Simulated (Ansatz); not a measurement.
Predict the output of the script below (Ansatz's Python interface).

Script `c2h5o_scan.py`:
```python
import warnings

import ansatz
from ase import Atoms
import numpy as np


def main() -> None:
    warnings.simplefilter("ignore", ansatz.DeckWarning)

    atoms = Atoms(["C", "C", "O", "H", "H", "H", "H", "H"], positions=[
        (-0.4372, 0.7417, -0.2952),
        (0.1874, -0.5134, -0.0901),
        (0.7298, -0.7546, 1.1117),
        (-1.4634, 0.6344, -0.562),
        (-0.0104, 1.3157, -1.152),
        (-0.4386, 1.434, 0.5837),
        (0.3045, -1.298, -0.8148),
        (1.2201, -1.617, 1.1627),
    ])
    geometry = ansatz.Crystal.molecule_from_ase(atoms)

    symbols = [site.symbol for site in geometry.cartesian_sites]
    start = np.array([site.position_ang for site in geometry.cartesian_sites])
    axis = (start[2] - start[1]) / np.linalg.norm(start[2] - start[1])
    moving = [2, 7]
    lengths, energies = [1.18, 1.233, 1.287, 1.34, 1.394, 1.448, 1.501, 1.582], []
    for length in lengths:
        xyz = start.copy()
        xyz[moving] += (length - np.linalg.norm(start[2] - start[1])) * axis
        point = ansatz.Crystal.molecule()
        for symbol, place in zip(symbols, xyz):
            point = point.atom(symbol, place.tolist())
        job = (
            point.calculation()
            .basis(gaussian="def2-SVP")
            .functional("hf")
            .spin("collinear", total=1)
            .accuracy("medium")
        )
        rep = job.run(threads=1, pin="off").report
        energies.append(rep["free_energy_ev"])
        print(f"r = {length:6.3f} A  E = {energies[-1]:.5f} eV  <S^2> = {abs(rep['mean_field']['state']['spin_squared']):.3f}")

    fit = np.polynomial.Polynomial.fit(lengths, np.array(energies) - min(energies), 4).convert()
    roots = [r.real for r in fit.deriv().roots() if abs(r.imag) < 1e-9 and fit.deriv(2)(r.real) > 0]
    r_e = min(roots, key=lambda r: abs(r - lengths[int(np.argmin(energies))]))
    print(f"minimum of the fit at {r_e:.4f} A, force constant {fit.deriv(2)(r_e):.2f} eV/A^2")


if __name__ == "__main__":
    main()
```

Output of `python c2h5o_scan.py`:
```text
r =  1.180 A  E = -4171.18924 eV  <S^2> = 0.762
r =  1.233 A  E = -4171.81783 eV  <S^2> = 0.763
r =  1.287 A  E = -4172.17217 eV  <S^2> = 0.763
r =  1.340 A  E = -4172.31256 eV  <S^2> = 0.763
r =  1.394 A  E = -4172.30125 eV  <S^2> = 0.764
r =  1.448 A  E = -4172.17762 eV  <S^2> = 0.764
r =  1.501 A  E = -4171.97903 eV  <S^2> = 0.765
r =  1.582 A  E = -4171.58000 eV  <S^2> = 0.769
minimum of the fit at 1.3611 A, force constant 46.96 eV/A^2
```

These settings explore the input space; basis and method may be short of convergence. The rest of the molecule is held rigid at a force-field or estimated start geometry, and the basis set is modest; single-reference methods fail as a bond breaks. The species is open-shell (spin multiplicity 2). Hartree-Fock leaves correlation out, so bond, atomisation and ionisation energies come out well too low. Hardware and time: 8.2 s on 1 thread of Intel(R) Xeon(R) Platinum 8259CL CPU @ 2.50GHz (Skylake/Cascade Lake) (shared host), peak memory 0.19 GiB.

(Lines on the test bed's own set-up are left out of the output.)
